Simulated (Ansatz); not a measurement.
# H6OSi2: the cost of one run

Program: Ansatz 0.2.0, Gaussian basis. Level of theory: PBE0-D4/def2-SVP. These are calculated values, not measurements.

### Step 1. The starting structure

The first end: 9 atoms, charge 0, spin multiplicity 1.

Atoms are counted from 1 here; the program's logs count them from 0.

Bond lengths: Si1–H5 1.523 Å, Si1–H6 1.535 Å, H2–O3 0.960 Å, O3–Si4 1.699 Å, Si4–H7 1.472 Å, Si4–H8 1.487 Å, Si4–H9 1.477 Å. Angles: H5–Si1–H6 92.3°, H2–O3–Si4 119.1°, O3–Si4–H7 106.0°, O3–Si4–H8 105.1°, O3–Si4–H9 110.2°, H7–Si4–H8 111.9°, H7–Si4–H9 113.5°, H8–Si4–H9 109.8°.

Geometry (Å):

```mol
H6OSi2
  3D, bonds by distance, orders not assigned

  9  7  0  0  0  0  0  0  0  0999 V2000
   -0.8917   -1.4886   -1.0576 Si  0  0
    1.2308   -0.1229   -1.3440 H   0  0
    0.4234    0.0188   -0.8447 O   0  0
    0.5174    0.7370    0.6927 Si  0  0
   -2.0123   -0.4608   -1.1371 H   0  0
   -0.9481   -1.5238    0.4761 H   0  0
   -0.8228    1.2788    0.9694 H   0  0
    1.5327    1.8147    0.5543 H   0  0
    0.9705   -0.2531    1.6909 H   0  0
  1  5  8  0
  1  6  8  0
  2  3  8  0
  3  4  8  0
  4  7  8  0
  4  8  8  0
  4  9  8  0
M  END
```

The second end:

```mol
H6OSi2
  3D, bonds by distance, orders not assigned

  9  8  0  0  0  0  0  0  0  0999 V2000
   -0.6824   -1.0081   -0.9908 Si  0  0
    0.3735   -2.0408   -1.1576 H   0  0
   -0.0443    0.3491   -0.3433 O   0  0
    0.6757    1.0614    0.9384 Si  0  0
   -1.2569   -0.6652   -2.3140 H   0  0
   -1.7502   -1.5470   -0.1078 H   0  0
   -0.2421    1.0588    2.1077 H   0  0
    1.0060    2.4584    0.5678 H   0  0
    1.9206    0.3335    1.2998 H   0  0
  1  2  8  0
  1  3  8  0
  1  5  8  0
  1  6  8  0
  3  4  8  0
  4  7  8  0
  4  8  8  0
  4  9  8  0
M  END
```

### Step 2. The band at PBE0-D4/def2-SVP

Contents of neb/in.yaml:

```yaml
crystal:
  periodic: [false, false, false]
  atoms:
    - {symbol: Si, position_ang: [-0.891653, -1.488629, -1.057618]}
    - {symbol: H, position_ang: [1.230841, -0.122884, -1.344047]}
    - {symbol: O, position_ang: [0.423367, 0.018803, -0.844666]}
    - {symbol: Si, position_ang: [0.517391, 0.737041, 0.692730]}
    - {symbol: H, position_ang: [-2.012335, -0.460764, -1.137054]}
    - {symbol: H, position_ang: [-0.948095, -1.523799, 0.476101]}
    - {symbol: H, position_ang: [-0.822794, 1.278750, 0.969417]}
    - {symbol: H, position_ang: [1.532713, 1.814685, 0.554344]}
    - {symbol: H, position_ang: [0.970465, -0.253103, 1.690896]}
basis:
  gaussian: {orbitals: def2-SVP}
hamiltonian: {xc: pbe0, dispersion: d4}
neb:
  images: 5
  climbing: true
  max_iterations: 40
  initial_path: idpp
  final_atoms:
    - {symbol: Si, position_ang: [-0.682381, -1.008079, -0.990834]}
    - {symbol: H, position_ang: [0.373538, -2.040822, -1.157623]}
    - {symbol: O, position_ang: [-0.044274, 0.349149, -0.343324]}
    - {symbol: Si, position_ang: [0.675662, 1.061396, 0.938444]}
    - {symbol: H, position_ang: [-1.256933, -0.665238, -2.313954]}
    - {symbol: H, position_ang: [-1.750225, -1.547014, -0.107849]}
    - {symbol: H, position_ang: [-0.242111, 1.058791, 2.107679]}
    - {symbol: H, position_ang: [1.006024, 2.458441, 0.567785]}
    - {symbol: H, position_ang: [1.920600, 0.333477, 1.299774]}
```

Started as:

```
$ ansatz run in.yaml --threads 2 --pin off --events-out ev --progress --plain --max-ram 4352MiB
```

**Question.** How long does this run take on 2 threads of Intel Xeon 6975P-C, shared host?

About 69 s.
